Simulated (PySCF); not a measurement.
# 1,3-dioxolane (C₃H₆O₂): geometry, NMR shifts, spin-spin couplings, electronic excitations and core binding energies

Aim: predict the NMR shifts, spin-spin couplings, electronic excitations and core binding energies of 1,3-dioxolane (C₃H₆O₂) (`C1COCO1`).

Programs: PySCF 2.14.0, with density-fitted response routines of our own. Each step states its level of theory. These are calculated values for one molecule in the gas phase, unless marked as measured. Atoms are numbered from 0 throughout.

## 1. The starting structure

11 atoms, charge 0, multiplicity 1; geometry from: MMFF94s.

Bonds of the start (Å): C0–C1 1.50, C1–O2 1.43, O2–C3 1.43, C3–O4 1.43, O4–C0 1.43, C0–H5 1.10, C0–H6 1.09, C1–H7 1.09, C1–H8 1.10, C3–H9 1.09, C3–H10 1.09.

## 2. Relaxing the molecule at PBE0-D3(BJ)/def2-SVP

Job settings and geometry (Å):

```
{"job": {"xc": "PBE0", "basis": "def2-SVP", "d3": "d3bj", "grid": 1, "kind": "geom"}, "charge": 0, "multiplicity": 1}
C     -0.821999    -0.650311    -0.258165
C     -0.706590     0.812980     0.070915
O      0.546369     0.898638     0.747173
C      1.335740    -0.142147     0.163626
O      0.510338    -1.011091    -0.617727
H     -1.108338    -1.239376     0.619932
H     -1.515223    -0.858615    -1.076750
H     -1.516453     1.181240     0.705374
H     -0.646467     1.426119    -0.834893
H      1.819190    -0.715109     0.960542
H      2.103434     0.297672    -0.480028
```

**Question.** This job is followed by: GIAO PBE0/pcSseg-1 NMR shielding, non-relativistic, gas phase; B3LYP/pcJ-1 indirect spin-spin coupling, non-relativistic, gas phase; TDDFT PBE0/def2-SVPD, vertical, gas phase, core orbitals frozen in the response; GIAO KT2/pcSseg-2 NMR shielding, non-relativistic, gas phase; delta-SCF UKS SCAN, pcX-2 on the ionised atom, pcseg-1 elsewhere, spin-free X2C. What will the session give for the following? rotational constants (main isotopes); ¹³C shifts against TMS (PBE0/pcSseg-1, means over atoms taken as alike); ¹H shifts against TMS (PBE0/pcSseg-1, means over atoms taken as alike); ¹⁷O shifts against H2O (PBE0/pcSseg-1, means over atoms taken as alike); largest coupling of the table (B3LYP/pcJ-1); lowest singlet (PBE0/def2-SVPD); brightest single state of those computed; lowest triplet; vertical ionisation energy (ΔSCF); C1s binding energies, SCAN/pcX-2; O1s binding energies, SCAN/pcX-2; range of the shift of O2.

**Answer**, as computed:

| quantity | value |
| --- | --- |
| rotational constants (main isotopes) | 7.87, 7.74, 4.36 GHz |
| ¹³C shifts against TMS (PBE0/pcSseg-1, means over atoms taken as alike) | 99.0, 66.5 ppm |
| ¹H shifts against TMS (PBE0/pcSseg-1, means over atoms taken as alike) | 5.11, 3.65 ppm |
| ¹⁷O shifts against H2O (PBE0/pcSseg-1, means over atoms taken as alike) | 62.8 ppm |
| largest coupling of the table (B3LYP/pcJ-1) | ¹J(C,H) C3–H9, 170.4 Hz |
| lowest singlet (PBE0/def2-SVPD) | 6.95 eV (178 nm), f = 0.032 |
| brightest single state of those computed | state 8, 8.42 eV, f = 0.064 |
| lowest triplet | 6.78 eV |
| vertical ionisation energy (ΔSCF) | 9.72 eV |
| C1s binding energies, SCAN/pcX-2 | C3 293.62, C0 292.48 eV |
| O1s binding energies, SCAN/pcX-2 | O2 538.72 eV |
| range of the shift of O2 | 62.8 to 74.4 ppm |

**Reading.** The optimisation took 6 steps and gained 0.107 eV; among the close pairs (by a distance rule), C3–O4 changed most, from 1.431 to 1.400 Å. The most deshielded hydrogen is H9, H10 (mean) (hydrogen on an sp3 carbon bearing two oxygens), at 5.11 ppm: its carbon carries O, which withdraws density. At PBE0/pcSseg-1: The widest tensor belongs to O2, O4: span 193 ppm, with a paramagnetic part of -125 ppm. In the run at B3LYP/pcJ-1, the largest coupling of the table is C3–H9 (mean over like pairs), 170.4 Hz, of which the Fermi-contact term gives 169.8 Hz. Couplings across rotatable bonds belong to this one conformer; where others are populated, the observed values are averages. The lowest singlet, at 6.95 eV, is HOMO→LUMO 0.96 and is weak; of the 10 states computed, the strongest absorption comes from state 8 at 8.42 eV (the last state computed is bright too, and its partners may lie past the list). The lowest triplet lies 0.17 eV below the lowest singlet (triplets in Tamm-Dancoff, singlets in full TDDFT). ΔSCF puts the ionisation energy at 9.72 eV, 2.29 eV above −ε(HOMO). C3 (sp3 carbon bearing two oxygens) binds its C1s electron 1.14 eV more tightly than C0 (sp3 CH2 bonded to O). Across the 2 runs the shift of O2 (with its like atoms) moves most, between 62.8 (PBE0/pcSseg-1) and 74.4 ppm (KT2/pcSseg-2).
